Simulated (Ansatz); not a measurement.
High-frequency dielectric constant of solids drawn from the class of halides, at two levels: PBE (plane waves, PAW; Ansatz, an electronic-structure program), and LDA (Ansatz, PAW).

| solid | PBE | LDA | shift (%) |
|---|---|---|---|
| fluorite SrCl2 | 2.88 | 3.13 | +8.7 |
| cubic perovskite KZnF3 | 2.38 | 2.46 | +3.4 |
| rock-salt AgCl | 4.98 | 5.86 | +17.7 |
| rock-salt AgBr | 5.92 | 6.93 | +17.1 |
| fluorite CdF2 | 2.86 | 2.93 | +2.4 |
| cubic perovskite KMgF3 | 2.07 | 2.16 | +4.3 |

The shifts run from +2.4 % to +17.7 %, with a median of +6.5 %.

Over all 6 rows LDA is the larger in 6.

Ansatz's runs of these crystals have no spin polarisation.

Each level is taken at its own relaxed cell. Ansatz's density-functional and Hartree–Fock values are scalar-relativistic unless marked +SOC, with PAW data made under PBE.
